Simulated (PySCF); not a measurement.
Molecule: SMILES c1cc[pH]c1, C4H5P.

Molfile (atoms numbered from 1):
```
C4H5P
     RDKit          3D

 10 10  0  0  0  0  0  0  0  0999 V2000
   -0.3008   -1.0003    0.3973 C   0  0  0  0  0  0  0  0  0  0  0  0
    1.0547   -0.5743    0.0909 C   0  0  0  0  0  0  0  0  0  0  0  0
    1.1617    0.7339   -0.2548 C   0  0  0  0  0  0  0  0  0  0  0  0
   -0.4808    1.4611   -0.4224 P   0  0  0  0  0  0  0  0  0  0  0  0
   -1.2312   -0.0180    0.2877 C   0  0  0  0  0  0  0  0  0  0  0  0
   -0.5357   -2.0282    0.6876 H   0  0  0  0  0  0  0  0  0  0  0  0
    1.9046   -1.2610    0.1362 H   0  0  0  0  0  0  0  0  0  0  0  0
    2.0911    1.2343   -0.5313 H   0  0  0  0  0  0  0  0  0  0  0  0
   -0.5116    2.3582    0.6874 H   0  0  0  0  0  0  0  0  0  0  0  0
   -2.3004   -0.1461    0.4633 H   0  0  0  0  0  0  0  0  0  0  0  0
  1  2  1  0
  2  3  2  0
  3  4  1  0
  4  5  1  0
  5  1  2  0
  1  6  1  0
  2  7  1  0
  3  8  1  0
  4  9  1  0
  5 10  1  0
M  END
```

Geometry PBE0-D3(BJ)/def2-SVP throughout; GIAO in PySCF, gas phase, one conformer, non-relativistic; equivalent atoms averaged; functional PBE0.

(1) How do the absolute shieldings σ depend on the basis set? (ppm; last column core-seconds on 1 thread of an Arm Neoverse V2, shared host)

(2) Which nucleus moves most, in ppm?

(3) Taking the largest basis, def2-TZVP (191 functions), as the yardstick, rank the others by their worst heavy-atom deviation.

Results:

(1) 
```
    basis set  functions  C3/C5  C1/C2     P4  H8/H10  H6/H7     H9  core-s
       STO-3G         34  110.8  118.4  568.2   26.25  26.32  29.82     1.7
        6-31G         59   67.8   65.2  454.0   25.71  25.23  27.71     3.3
       6-31G*         84   66.5   61.3  426.3   25.29  24.85  26.80     4.3
     def2-SVP         99   60.3   56.4  440.2   24.59  24.32  26.17     4.6
6-311+G(2d,p)        173   48.4   42.5  365.1   24.35  24.06  25.96     9.9
    def2-TZVP        191   47.4   40.8  349.3   24.32  24.03  25.93      12
```

(2) P4 (ring phosphorus): from 349.3 ppm with def2-TZVP to 568.2 ppm with STO-3G. The smallest spread is 1.93 ppm, at H8/H10. Proton shifts span only some 12 ppm, so a few tenths of a ppm matter as much there as several ppm in carbon.

(3) 6-311+G(2d,p) 15.8 ppm (173 functions), 6-31G* 77.0 ppm (84 functions), def2-SVP 91.0 ppm (99 functions), 6-31G 104.8 ppm (59 functions), STO-3G 218.9 ppm (34 functions).

A small basis that lands close on one nucleus may do so by chance; judge by the trend and by all nuclei.
